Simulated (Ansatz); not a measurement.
# AlNH2+ (doublet): wave-function methods side by side, cc-pVTZ

Aim: climb from Hartree-Fock through coupled cluster for AlNH2+ (doublet) at one geometry and basis, and see what each rung misses.

Program: Ansatz 0.2.0, Gaussian basis. Level of theory: cc-pVTZ, core rule «outside noble gas», up to 6 orbitals frozen. These are calculated values, not measurements.

Plan: UHF; CCSD(T) on ROHF; CCSD(T) on UHF; BCCD(T) on ROHF; CCSDT(Q) on ROHF; CCSDT(Q) on UHF.

4 further runs of the same task are left out: 4 for a known fault of the program.

### 1 The system

The geometry is a PBE0/def2-TZVP stationary point (not a proven minimum) of the parent state, kept for this charge and spin.

4 atoms, charge 1, spin multiplicity 2.

Atoms are counted from 1 here; the program's logs count them from 0.

Bond lengths: Al1–N2 1.614 Å, Al1–H3 1.559 Å, N2–H4 0.997 Å. Angles: N2–Al1–H3 173.6°, Al1–N2–H4 169.2°.

### 2 UHF

in.yaml reads:

```yaml
crystal:
  periodic: [false, false, false]
  atoms:
    - {symbol: Al, position_ang: [0.000000, -0.021076, 0.664322]}
    - {symbol: N, position_ang: [0.000000, 0.038158, -0.948564]}
    - {symbol: H, position_ang: [0.000000, 0.096278, 2.218682]}
    - {symbol: H, position_ang: [0.000000, -0.113360, -1.934441]}
basis:
  gaussian: {orbitals: cc-pVTZ}
total_charge: 1
magnetization: {spin_polarized: true, initial_magnetization: 1}
hamiltonian: {xc: hf}
output: {orbitals: {seedname: orbitals}}
```

On the command line:

```
ansatz run in.yaml --threads 1 --pin off --events-out ev --progress --plain --max-ram 3968MiB --backend cpu
```

The runs that follow: CCSD(T) on ROHF; CCSD(T) on UHF; BCCD(T) on ROHF; CCSDT(Q) on ROHF; CCSDT(Q) on UHF.

Q: Predict the results of all the runs planned. Wanted: UCCSDT(Q) below the RHF energy; RMP2 from UCCSDT(Q); UMP2 from UCCSDT(Q); RCCSD from UCCSDT(Q); RCCSD(T) from UCCSDT(Q); UCCSD(T) from UCCSDT(Q); RCCSDT(Q) from UCCSDT(Q); T1 diagnostic.

**Answer**, as computed:

| quantity | value |
| --- | --- |
| UCCSDT(Q) below the RHF energy | -6.9644 eV |
| RMP2 from UCCSDT(Q) | +852.3 meV |
| UMP2 from UCCSDT(Q) | +863.8 meV |
| RCCSD from UCCSDT(Q) | +228.7 meV |
| RCCSD(T) from UCCSDT(Q) | +27.7 meV |
| UCCSD(T) from UCCSDT(Q) | +27.3 meV |
| RCCSDT(Q) from UCCSDT(Q) | +1.6 meV |
| levels within 1 kcal/mol (43 meV) | RCCSD(T), UCCSD(T), BCCD(T), RCCSDT, UCCSDT, RCCSDT(Q) |
| T1 diagnostic | 0.017 |

What this shows: RCCSD(T) lands +27.7 meV from the yardstick (0.4 % of the correlation energy). These misses are within one basis, not against nature; the frozen cores of restricted and unrestricted runs differ, which can shift their rows.
